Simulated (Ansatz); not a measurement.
# FMg: the cost of one run

Program: Ansatz 0.2.0. Level of theory: DFT unrestricted PBE0, Gaussian basis aug-cc-pCVQZ, and further levels as typed in the inputs. These are calculated values, not measurements.

## Step 1: The system as given

Bond lengths: Mg1–F2 1.750 Å.

As a file:

```xyz
2

Mg    0.0000    0.0000    0.0000
F     0.0000    0.0000    1.7500
```

## Step 2: Single point: FMg

The input, input.yaml:

```yaml
crystal:
  periodic: [false, false, false]
  atoms:
    - { symbol: Mg, position_ang: [0.0, 0.0, 0.0] }
    - { symbol: F, position_ang: [0.0, 0.0, 1.75] }
magnetization:
  spin_polarized: true
  initial_magnetization: 1
basis:
  gaussian: { orbitals: aug-cc-pCVQZ.json }
hamiltonian:
  xc: pbe0
output:
  orbitals: {}
```

Started as:

```
$ ansatz run input.yaml --threads 4 --pin off --max-ram 8192MiB --backend cpu --events-out ev --progress --plain --runs-dir out
```

Q: Estimate wall time and peak memory on 4 threads of Arm Neoverse V2, shared host.

About 2.4 s, with a peak of 0.57 GiB.
